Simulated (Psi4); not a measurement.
**[S4]2+ ([S4]2+) at OMP2/def2-SVPD (density fitting for correlation)**

What is the vertical electron affinity of [S4]2+ ([S4]2+) at OMP2/def2-SVPD (density fitting for correlation)? 

The results are computed with Psi4 1.11.

1 further run of the same task is left out (set aside as unsound or not needed).

### Step 1. The structure to begin with

[S4]2+: 4 atoms, total charge +2, spin state singlet. The coordinates come from a GFN2-xTB relaxation.

Bond lengths: S1–S2 2.051 Å, S2–S3 2.051 Å, S1–S4 2.051 Å, S3–S4 2.051 Å. Angles: S1–S2–S3 90.0°, S2–S1–S4 90.0°, S2–S3–S4 90.0°, S1–S4–S3 90.0°.

### Step 2. The energy at OMP2/def2-SVPD (density fitting for correlation)

calc.in reads:

```
memory 1.6 GB

molecule {
  2 1
  S
  S 1 r2
  S 2 r3 1 a3
  S 1 r4 2 a4 3 d4

  r2 = 2.050847
  r3 = 2.050696
  a3 = 90.00021
  r4 = 2.050565
  a4 = 90.00436
  d4 = -0.02882
  symmetry c1
  no_reorient
  no_com
}

set globals {
  basis def2-SVPD
  reference rhf
  puream true
  e_convergence 1e-09
  d_convergence 1e-08
  scf_type pk
  num_frozen_docc 20
}

E, wfn = energy("omp2", return_wfn=True)
```

Command:

```console
$ psi4 -i calc.in -o calc.out -n 1
```

calc.out, shortened:

```text
[...]
  Running in c1 symmetry.
[...]
  Nuclear repulsion =  357.649378796906888
[...]
  Multiplicity = 1
[...]
  Nalpha       = 31
  Nbeta        = 31
[...]
    Number of basis functions: 108
[...]
   @RHF iter   1: -1588.61523833619935    1.21618e+00   4.01226e-03 DIIS/ADIIS
[...]
   @RHF iter  10: -1588.75724505764128   -1.11413e-11   4.55302e-09 DIIS
[...]
    Orbital Energies [Eh]
    ---------------------
    Doubly Occupied:
       1A    -92.514800     2A    -92.514770     3A    -92.514768
       4A    -92.514682     5A     -9.540568     6A     -9.540387
       7A     -9.540386     8A     -9.540171     9A     -7.225818
      10A     -7.225681    11A     -7.225680    12A     -7.225470
      13A     -7.224958    14A     -7.224743    15A     -7.224743
      16A     -7.224589    17A     -7.222497    18A     -7.222477
      19A     -7.222476    20A     -7.222456    21A     -1.665684
      22A     -1.461566    23A     -1.461436    24A     -1.214714
      25A     -1.086204    26A     -1.034332    27A     -1.010951
      28A     -0.925170    29A     -0.925103    30A     -0.843366
      31A     -0.843280
[...]
  @RHF Final Energy: -1588.75724505764128
   => Energetics <=
    Nuclear Repulsion Energy =            357.6493787969068876
    One-Electron Energy =               -2878.0453936340791188
    Two-Electron Energy =                 931.6387697795307758
    Total Energy =                      -1588.7572450576412848
[...]
 Multipole Moments:
 ------------------------------------------------------------------------------------
     Multipole            Electronic (a.u.)      Nuclear  (a.u.)        Total (a.u.)
 ------------------------------------------------------------------------------------
 L = 1.  Multiply by 2.5417464519 to convert [e a0] to [Debye]
 Dipole X            :         -0.0000000           -0.0000000           -0.0000000
 Dipole Y            :          0.0000825            0.0000000            0.0000825
 Dipole Z            :         -0.0000662           -0.0000000           -0.0000662
 Magnitude           :                                                    0.0001058
[...]
	Warning: cc_lambda option is changed to TRUE
	For this residual convergence, default PCG convergence is:     1.00e-07
[...]
	DF-MP2 Total Energy (a.u.)         : -1589.32634966276055
[...]
	DF-MP2 Total Energy (a.u.)         : -1589.34008794514511
[...]
	DF-OMP2 Total Energy (a.u.)        : -1589.34008794514534
[...]
```

Wall time 23 s (1 thread of Intel Xeon Platinum 8559C (Emerald Rapids), shared host); peak memory 0.44 GiB.

### Step 3. Doublet [S4]+, same level

job.in reads:

```
memory 1600 mb

molecule molecule1 {
  1 2
  S
  S 1 2.050847
  S 2 2.050696 1 90.00021
  S 1 2.050565 2 90.00436 3 -0.02882
  symmetry c1
  no_reorient
  no_com
}

set globals {
  basis           def2-SVPD
  reference       uhf
  puream          true
  e_convergence   1e-09
  d_convergence   1e-08
  scf_type        pk
  num_frozen_docc 20
  maxiter         200
}

E, wfn = energy('omp2', return_wfn=True)
```

Command:

```console
$ psi4 -n 1 job.in job.out
```

job.out, shortened:

```text
[...]
  Running in c1 symmetry.
[...]
  Nuclear repulsion =  357.649378796906888
[...]
  Multiplicity = 2
[...]
  Nalpha       = 32
  Nbeta        = 31
[...]
    Number of basis functions: 108
[...]
   @UHF iter   1: -1589.19861866996507    6.32795e-01   3.04379e-03 DIIS/ADIIS
[...]
   @UHF iter  14: -1589.28374555162054   -2.04636e-11   7.52425e-09 DIIS
[...]
   @S^2 Observed:                7.714539538E-01
[...]
  @UHF Final Energy: -1589.28374555162054
   => Energetics <=
    Nuclear Repulsion Energy =            357.6493787969068876
    One-Electron Energy =               -2894.2138096420821967
    Two-Electron Energy =                 947.2806852935545976
    Total Energy =                      -1589.2837455516205409
  UHF NO Occupations:
  HONO-2 :   30  A 1.9971768
  HONO-1 :   31  A 1.9971761
[...]
 Multipole Moments:
 ------------------------------------------------------------------------------------
     Multipole            Electronic (a.u.)      Nuclear  (a.u.)        Total (a.u.)
 ------------------------------------------------------------------------------------
 L = 1.  Multiply by 2.5417464519 to convert [e a0] to [Debye]
 Dipole X            :         -0.0000000           -0.0000000           -0.0000000
 Dipole Y            :          0.0001880            0.0000000            0.0001880
 Dipole Z            :         -0.0001508           -0.0000000           -0.0001508
 Magnitude           :                                                    0.0002410
[...]
	Warning: cc_lambda option is changed to TRUE
	For this residual convergence, default PCG convergence is:     1.00e-07
[...]
	DF-SCS-MP2 Total Energy (a.u.)     : -1589.79621246573288
	DF-SOS-MP2 Total Energy (a.u.)     : -1589.78633396699593
[...]
	DF-SCS-OMP2 Total Energy (a.u.)    : -1589.80590636693955
	DF-SOS-OMP2 Total Energy (a.u.)    : -1589.75440063503584
	DF-SCS(N)-OMP2 Total Energy (a.u.) : -1589.54243164277705
[...]
	DF-OMP2 Total Energy (a.u.)        : -1589.82826462131425
[...]
```

Wall time 50 s (1 thread of Intel Xeon Platinum 8559C (Emerald Rapids), shared host); peak memory 0.44 GiB.

### Step 4. Summary of results

At OMP2/def2-SVPD (density fitting for correlation), 20 core orbitals frozen:

| quantity | value |
| --- | --- |
| singlet [S4]2+: total energy | -1589.34009 Eh |
| singlet [S4]2+: HOMO energy (Hartree–Fock orbitals) | -22.95 eV |
| singlet [S4]2+: LUMO energy (Hartree–Fock orbitals) | -13.79 eV |
| singlet [S4]2+: HOMO–LUMO gap (Hartree–Fock orbitals) | 9.16 eV |
| singlet [S4]2+: correlation energy (20 core orbitals frozen) | -582.8 mEh |
| doublet [S4]+: total energy | -1589.82826 Eh |
| doublet [S4]+: HOMO energy (Hartree–Fock orbitals) (highest over α and β) | -14.88 eV |
| doublet [S4]+: LUMO energy (Hartree–Fock orbitals) (lowest over α and β) | -6.75 eV |
| doublet [S4]+: correlation energy (20 core orbitals frozen) | -544.5 mEh |
| doublet [S4]+: ⟨S²⟩ of the reference determinant | 0.771 |
| vertical electron affinity (to the doublet cation) | 13.284 eV |

What this shows: At fixed nuclei the extra electron is bound by 13.28 eV (306 kcal/mol).
